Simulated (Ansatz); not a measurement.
# Molecular dynamics of CH$_{8}$SSi

Input file:

```yaml
crystal:
  periodic: [false, false, false]
  atoms:
    - { symbol: Si, position_ang: [-0.677427, -0.499981, 0.241686] }
    - { symbol: S, position_ang: [1.742005, -1.39724, 0.42977] }
    - { symbol: H, position_ang: [-1.008651, -1.817577, -0.413662] }
    - { symbol: H, position_ang: [-1.970557, -0.195701, 0.983355] }
    - { symbol: C, position_ang: [-0.315311, 0.922444, -0.940457] }
    - { symbol: H, position_ang: [0.763378, -0.449438, 1.523118] }
    - { symbol: H, position_ang: [-0.031542, 0.038354, 1.804256] }
    - { symbol: H, position_ang: [2.266763, -0.252051, -0.091557] }
    - { symbol: H, position_ang: [-1.277479, 1.294263, -1.350541] }
    - { symbol: H, position_ang: [0.174472, 1.765256, -0.413549] }
    - { symbol: H, position_ang: [0.334349, 0.591775, -1.77242] }
basis:
  gaussian: { orbitals: def2-SVP }
hamiltonian:
  xc: pbe
md:
  timestep: 0.5
  n_steps: 200
  ensemble: nve
  temperature: 100.0
  initial_velocities: maxwell_boltzmann
  seed: 10828
```

Command:

```bash
$ ansatz run input.yaml --threads 2 --pin off --max-ram 3072MiB --backend cpu --events-out ev --progress --plain --runs-dir out
```

It starts at the highest image of a converged band. Of that band: Neighbouring images differ by up to 2.1 eV, so the band resolves the path poorly. A vibrational analysis at the climbing image gives one clearly imaginary mode, 1125i cm⁻¹: a first-order saddle point.

Output, in part (one step line in 7, the closing report, with atoms numbered from 0):

```
md step     0: t =     0.00 fs  T =   100.0 K  F+E_penalty+E_count = -19860.96179825 eV  E_kin = 0.116334 eV  conserved = -19860.84546425 eV  (25 SCF iters)
md step     7: t =     3.50 fs  T =    53.8 K  F+E_penalty+E_count = -19860.90752232 eV  E_kin = 0.062611 eV  conserved = -19860.84491159 eV  (30 SCF iters)
md step    14: t =     7.00 fs  T =    68.4 K  F+E_penalty+E_count = -19860.92461162 eV  E_kin = 0.079530 eV  conserved = -19860.84508128 eV  (30 SCF iters)
md step    21: t =    10.50 fs  T =   134.8 K  F+E_penalty+E_count = -19861.00179275 eV  E_kin = 0.156859 eV  conserved = -19860.84493338 eV  (30 SCF iters)
md step    28: t =    14.00 fs  T =   380.5 K  F+E_penalty+E_count = -19861.28781678 eV  E_kin = 0.442702 eV  conserved = -19860.84511485 eV  (28 SCF iters)
md step    35: t =    17.50 fs  T =   481.1 K  F+E_penalty+E_count = -19861.40548120 eV  E_kin = 0.559669 eV  conserved = -19860.84581258 eV  (26 SCF iters)
md step    42: t =    21.00 fs  T =   848.7 K  F+E_penalty+E_count = -19861.83559673 eV  E_kin = 0.987344 eV  conserved = -19860.84825282 eV  (27 SCF iters)
md step    49: t =    24.50 fs  T =   838.9 K  F+E_penalty+E_count = -19861.82089147 eV  E_kin = 0.975873 eV  conserved = -19860.84501800 eV  (27 SCF iters)
md step    56: t =    28.00 fs  T =  1029.4 K  F+E_penalty+E_count = -19862.04356682 eV  E_kin = 1.197558 eV  conserved = -19860.84600849 eV  (27 SCF iters)
md step    63: t =    31.50 fs  T =  1080.8 K  F+E_penalty+E_count = -19862.10150935 eV  E_kin = 1.257283 eV  conserved = -19860.84422607 eV  (27 SCF iters)
md step    70: t =    35.00 fs  T =  1202.9 K  F+E_penalty+E_count = -19862.24588922 eV  E_kin = 1.399363 eV  conserved = -19860.84652627 eV  (26 SCF iters)
md step    77: t =    38.50 fs  T =  1136.9 K  F+E_penalty+E_count = -19862.16797611 eV  E_kin = 1.322620 eV  conserved = -19860.84535652 eV  (27 SCF iters)
md step    84: t =    42.00 fs  T =  1346.1 K  F+E_penalty+E_count = -19862.41303603 eV  E_kin = 1.566013 eV  conserved = -19860.84702316 eV  (26 SCF iters)
md step    91: t =    45.50 fs  T =  1260.5 K  F+E_penalty+E_count = -19862.31004022 eV  E_kin = 1.466408 eV  conserved = -19860.84363175 eV  (26 SCF iters)
md step    98: t =    49.00 fs  T =  1375.3 K  F+E_penalty+E_count = -19862.44665357 eV  E_kin = 1.599906 eV  conserved = -19860.84674783 eV  (28 SCF iters)
md step   105: t =    52.50 fs  T =  1173.2 K  F+E_penalty+E_count = -19862.20943635 eV  E_kin = 1.364867 eV  conserved = -19860.84456931 eV  (28 SCF iters)
md step   112: t =    56.00 fs  T =  1469.8 K  F+E_penalty+E_count = -19862.55794837 eV  E_kin = 1.709920 eV  conserved = -19860.84802808 eV  (27 SCF iters)
md step   119: t =    59.50 fs  T =  1344.9 K  F+E_penalty+E_count = -19862.41009179 eV  E_kin = 1.564607 eV  conserved = -19860.84548518 eV  (28 SCF iters)
md step   126: t =    63.00 fs  T =  1373.5 K  F+E_penalty+E_count = -19862.44389471 eV  E_kin = 1.597830 eV  conserved = -19860.84606497 eV  (28 SCF iters)
md step   133: t =    66.50 fs  T =  1174.4 K  F+E_penalty+E_count = -19862.21049656 eV  E_kin = 1.366264 eV  conserved = -19860.84423304 eV  (28 SCF iters)
md step   140: t =    70.00 fs  T =  1419.6 K  F+E_penalty+E_count = -19862.49953009 eV  E_kin = 1.651487 eV  conserved = -19860.84804325 eV  (27 SCF iters)
md step   147: t =    73.50 fs  T =  1368.2 K  F+E_penalty+E_count = -19862.43872235 eV  E_kin = 1.591672 eV  conserved = -19860.84705037 eV  (28 SCF iters)
md step   154: t =    77.00 fs  T =  1294.3 K  F+E_penalty+E_count = -19862.35071459 eV  E_kin = 1.505698 eV  conserved = -19860.84501635 eV  (26 SCF iters)
md step   161: t =    80.50 fs  T =  1429.0 K  F+E_penalty+E_count = -19862.50833822 eV  E_kin = 1.662376 eV  conserved = -19860.84596184 eV  (28 SCF iters)
md step   168: t =    84.00 fs  T =  1416.7 K  F+E_penalty+E_count = -19862.49333250 eV  E_kin = 1.648152 eV  conserved = -19860.84518094 eV  (28 SCF iters)
md step   175: t =    87.50 fs  T =  1513.2 K  F+E_penalty+E_count = -19862.60832035 eV  E_kin = 1.760398 eV  conserved = -19860.84792237 eV  (27 SCF iters)
md step   182: t =    91.00 fs  T =  1221.0 K  F+E_penalty+E_count = -19862.26482387 eV  E_kin = 1.420429 eV  conserved = -19860.84439525 eV  (28 SCF iters)
md step   189: t =    94.50 fs  T =  1492.2 K  F+E_penalty+E_count = -19862.58285705 eV  E_kin = 1.735939 eV  conserved = -19860.84691839 eV  (28 SCF iters)
md step   196: t =    98.00 fs  T =  1302.2 K  F+E_penalty+E_count = -19862.35797617 eV  E_kin = 1.514937 eV  conserved = -19860.84303871 eV  (26 SCF iters)
md step   200: t =   100.00 fs  T =  1453.0 K  F+E_penalty+E_count = -19862.53779999 eV  E_kin = 1.690295 eV  conserved = -19860.84750499 eV  (27 SCF iters)
Total energy: -19862.53783849 eV, -729.9348022527 hartree
Atom 0 at    -1.975403     0.005245     0.171861 Å, force     1.051841    -0.636871    -0.957139 eV/Å
Atom 1 at     2.929260    -1.618468     0.507790 Å, force     0.619359     0.433071     1.200658 eV/Å
Atom 2 at    -1.951592    -1.404460     0.755589 Å, force     0.028388     0.239012    -0.280370 eV/Å
Atom 3 at    -2.928250     0.123115    -0.985991 Å, force    -0.347178    -0.163218     0.194233 eV/Å
Atom 4 at    -0.363104     0.566839    -0.728638 Å, force     0.142400    -1.004523     0.630844 eV/Å
Atom 5 at     2.075287    -2.158024    -0.323062 Å, force    -1.145767    -0.710576    -0.798595 eV/Å
Atom 6 at    -2.358586     0.878768     1.255995 Å, force    -0.357508     0.779683     0.818693 eV/Å
Atom 7 at     3.647409    -1.235927    -0.552421 Å, force     0.513959     0.296734    -0.398922 eV/Å
Atom 8 at    -0.627695     1.536011    -1.152713 Å, force     0.145763     0.642076    -0.219676 eV/Å
Atom 9 at     0.639612     0.575615    -0.213056 Å, force    -0.723480     0.095287    -0.042358 eV/Å
Atom 10 at    -0.272909    -0.143326    -1.575299 Å, force     0.072222     0.029325    -0.147367 eV/Å
Dipole moment:     0.132110    -0.013659    -0.293487 e Å
```

All steps were run. The conserved energy stayed within 0.29 meV per atom of its start (net change -0.19 meV per atom), so the integration is sound. The kinetic energy rose, since the run started high on the potential surface and went downhill. It ends in pieces (CH6Si + H2S), so much of that is their flight and rotation, not heat. A run of 0.1 ps of so small a system gives no equilibrium averages. The orbitals stay closed-shell, which can raise the energy where a bond breaks towards radicals; this wasn't checked here.

Between its relaxed ends the band would form Si1–H7, S2–H6 and break Si1–S2, H6–H7. These pairs go: Si1–H7 1.77 → 1.44 Å, S2–H6 1.75 → 1.31 Å, Si1–S2 2.59 → 5.18 Å, H6–H7 0.97 → 5.60 Å. In the last frame they stand as after the step (other bonds may differ from the relaxed reactants and products). It ends as CH6Si + H2S. Pairs count as bonded within 1.25 times the sum of covalent radii (0.12 Å more for H–H).

Last frame:

```xyz
11
Properties=species:S:1:pos:R:3
Si -1.975 0.005 0.172
S 2.929 -1.619 0.508
H -1.952 -1.405 0.756
H -2.928 0.123 -0.986
C -0.363 0.567 -0.729
H 2.075 -2.158 -0.323
H -2.359 0.879 1.256
H 3.647 -1.236 -0.552
H -0.628 1.536 -1.153
H 0.640 0.576 -0.213
H -0.273 -0.143 -1.575
```

The run took 4.8 min on 2 threads of Arm Neoverse V1, with other jobs on the host, peak memory 0.13 GiB.
